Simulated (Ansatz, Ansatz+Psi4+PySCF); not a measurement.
| atom | x (Å) | y (Å) | z (Å) |
| --- | --- | --- | --- |
| C | 0.0000 | 0.0000 | 0.0000 |
| F | 0.8204 | 0.8204 | 0.8204 |
| F | 0.8204 | -0.8204 | -0.8204 |
| F | -0.8204 | 0.8204 | -0.8204 |
| F | -0.8204 | -0.8204 | 0.8204 |

Basis set: cc-pVTZ (spherical functions). Frozen core: 5 orbitals. Charge 0, multiplicity 1.

Computed with Ansatz (development build ahead of 0.2.0); each method stands on the lowest determinant of its kind that the runs found. Restricted open shells among the atoms or ions are ROHF, correlated in semicanonical orbitals with singles.

(1) Give the atomization energy at this shape (free ground-state atoms in the same class of orbitals less the molecule, no zero-point energy) of singlet CF4 by RHF-MP2, RHF.

Answers

(1)

```tsv
method	atomization energy
RHF-MP2	20.37 eV
RHF	12.62 eV
```

Caution: no unrestricted run beside it, a lower state can exist; the shape is not the minimum.
